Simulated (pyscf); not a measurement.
Structures and frequencies: ωB97X-D3(BJ)/def2-SVP in PySCF.

Question: Estimate by transition-state theory (the high-pressure limit) the rate constant of `[CH2]=[CH][CH]=[CH2]` + `[CH3]` [doublet] → `[CH2][CH]([CH3])[CH]=[CH2]` [doublet] (doublet surface; none broken, C–C formed) at 600 K, with ωB97M-D3(BJ)/def2-TZVP energies (ideal gas, 1 atm, RRHO with modes under 100 cm⁻¹ raised to 100, one conformer, R ln 2 for chiral ones without a mode under 150 cm⁻¹; no tunnelling).

Answer: The electronic barrier is 7.8 kcal/mol and the thermal terms add +19.8, so ΔG‡ = 27.6 kcal/mol. With k_BT/h = 1.25e+13 s⁻¹ and RT = 1.192 kcal/mol, and a volume of 8.18e-20 cm³ per molecule at 1 atm, k = 9.2e-17 cm³ molecule⁻¹ s⁻¹. The product is born with the 30 kcal/mol of the reverse barrier and needs collisions to keep. Wigner's tunnelling factor for 508i cm⁻¹ would be 1.06. A shift of 1 kcal/mol in the barrier changes k by a factor 2.3. •H₂C–CH(CH₃)–CH=CH₂ lies 20.0 kcal/mol over its isomer cyclic C₅H₉ (SMILES [CH]1CCCC1) [doublet] (electronic energy, ωB97M-D3(BJ)/def2-TZVP). One saddle was located; it need not be the lowest between these sides.
